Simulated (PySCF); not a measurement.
# Vibration and rotation of AlB

ROHF-CCSD(T) constants of AlB, ³Σ⁻ (triplet), unpaired electrons π ↑↑ (Al def2-TZVPP, B def2-TZVPP; no relativity (PySCF 2.14); masses 26.9815 and 11.0093 u):

```
ωe              : 606.3 cm⁻¹
ωexe            : 4.67 cm⁻¹
Be              : 0.51572 cm⁻¹
αe              : 0.00528 cm⁻¹
D (centrifugal) : 1.49e-06 cm⁻¹
De to Al + B    : 1.84 eV
```

Question: Give the vibrational terms G(v) and spacings up to v = 6.

Answer: G(v) = ωe(v+½) − ωexe(v+½)².

```tsv
v	G(v) (cm⁻¹)	G(v) − G(v−1)	Bv (cm⁻¹)
0	302.0		0.5131
1	898.9	597.0	0.5078
2	1486.6	587.6	0.5025
3	2064.8	578.3	0.4972
4	2633.8	568.9	0.4920
5	3193.4	559.6	0.4867
6	3743.6	550.3	0.4814
```

Question: How well does the Morse estimate ωe²/(4ωexe) reproduce De, and what is D0?

Answer: It gives 2.44 eV, 133 % of the computed De. D0 = De − G(0) = 1.84 − 0.04 = 1.80 eV.

Correlated steps freeze 6 core orbitals. The CCSD T1 diagnostic is raised, a sign that a single reference may not be enough here. The state was picked by a PBE0 search and need not be the measured ground state.
